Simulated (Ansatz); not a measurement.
Consider the formal loss of a carbene: `CCCOCF` → `CCOCF` + `[CH2]` (triplet).

Gas-phase electronic energies from Ansatz, PBE0-D4/def2-TZVP geometries. CCSD(T)/CBS adds triple-zeta CCSD(T) − MP2 to the extrapolated MP2 energy (def2 sets, frozen cores). This one scheme is used for every species. Functionals use def2-TZVPP. B3LYP here is the variant with VWN-RPA as its local correlation; programs differ in this. Triplets are unrestricted, without spin–orbit coupling. One conformer a species, not always the lowest.

Task: Is it downhill or uphill in electronic energy at CCSD(T)/CBS, and by how much? (An estimate is asked.)

Result: The calculation gave: Uphill: ΔE = +103.2 kcal/mol.

Task: What do these levels give: r2SCAN-D4, PBE0-D4, ωB97X-V, r2SCAN, PBE0, B3LYP, MP2/def2-TZVPP, CCSD/def2-TZVPP, CCSD(T)/def2-TZVPP, MP2/def2-QZVPP, SCS-MP2/def2-QZVPP, CCSD/CBS(def2)? (Estimate.)

Result: Computed: r2SCAN-D4 97.4, PBE0-D4 102.5, ωB97X-V 105.7, r2SCAN 97.0, PBE0 101.1, B3LYP 98.6, MP2/def2-TZVPP 103.5, CCSD/def2-TZVPP 97.9, CCSD(T)/def2-TZVPP 100.6, MP2/def2-QZVPP 105.0, SCS-MP2/def2-QZVPP 105.4, CCSD/CBS(def2) 100.5 kcal/mol.

Largest T1 diagnostic among the species: 0.011.

The D4 term adds +2.6 kcal/mol with B3LYP and +1.4 kcal/mol with PBE0; it sums over pairs of atoms, weighted by their polarisabilities, and B3LYP, whose exchange is more repulsive, gets the larger term. From PBE to PBE0 (25 % exact exchange), in def2-TZVPP and without D4, ΔE moves by −1.8 kcal/mol. In def2-TZVPP, CCSD(T) changes the Hartree–Fock value by +33.2 kcal/mol (the triples alone add +2.7 kcal/mol) and MP2 by +36.1 kcal/mol.
